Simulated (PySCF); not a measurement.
Species: 2-methyl-2-oxazoline, C4H7NO.
SMILES with atom numbers: `[CH3:1][C:2]1=[N:3][CH2:4][CH2:5][O:6]1`

Geometry (GFN2-xTB, Å), atoms numbered from 1 in this order:
```
atom  x, y, z in Å
C1     2.1454    0.0650   -0.0687
C2     0.6637    0.0949   -0.0462
N3    -0.0589    1.0913   -0.3232
C4    -1.4423    0.7004   -0.1749
C5    -1.3649   -0.7868    0.2600
O6     0.0313   -1.0576    0.3061
H7     2.5197   -0.1889    0.9212
H8     2.4844   -0.6990   -0.7654
H9     2.5202    1.0370   -0.3709
H10   -1.9624    0.8380   -1.1252
H11   -1.9206    1.3338    0.5754
H12   -1.7884   -0.9619    1.2522
H13   -1.8316   -1.4659   -0.4581
```

Probes without a nucleus sit at each ring's centroid and 1 Å off its mean plane on both sides; NICS is minus the shielding there, NICSzz its component along the normal. Level: GIAO PBE0/pcSseg-1 (PySCF, non-relativistic, gas phase) on the GFN2-xTB geometry, one conformer.

Ring bond lengths (Å), with Mayer bond orders in brackets: C2–N3 1.262 (1.87), N3–C4 1.445 (1.01), C4–C5 1.551 (1.02), C5–O6 1.423 (0.89), O6–C2 1.361 (1.04).

Problem. What do the NICS probes read (ppm)?

Solution. 
| ring | type | NICS(0) | NICS(1), two faces | NICS(1)zz, two faces | rms pucker (Å) | centre to ring atoms, mean (Å) |
| --- | --- | --- | --- | --- | --- | --- |
| C2–N3–C4–C5–O6 | 5-membered ring with N and O; formal bonds 1 double, 4 single | -5.0 | -3.1 / -3.0 | -6.2 / -6.2 | 0.00 | 1.20 |

Problem. What can be read from them?

Solution. 
- C2–N3–C4–C5–O6: mean NICS(1)zz -6.2 ppm, shielded. C4, C5 have four or more neighbours, so the value isn't read as a sign of a π ring current.

Problem. How shielded are the nuclei of the rings and their hydrogens (means over atoms taken as equivalent)?

Solution. 
| atoms | environment | σ isotropic (ppm) |
| --- | --- | --- |
| C2 | C=N carbon | 16.2 |
| N3 | C=N nitrogen | 14.1 |
| C4 | sp3 carbon bound to nitrogen | 127.6 |
| C5 | sp3 carbon bound to oxygen | 117.6 |
| O6 | oxygen bonded to 2 C | 156.1 |
| H10 (×2) | methylene hydrogen | 27.67 |
| H12 (×2) | methylene hydrogen | 27.49 |

The run took 27 s on Arm Neoverse V2, one thread, no GPU, on a shared host. This is the whole shielding run at PBE0/pcSseg-1, SCF included.
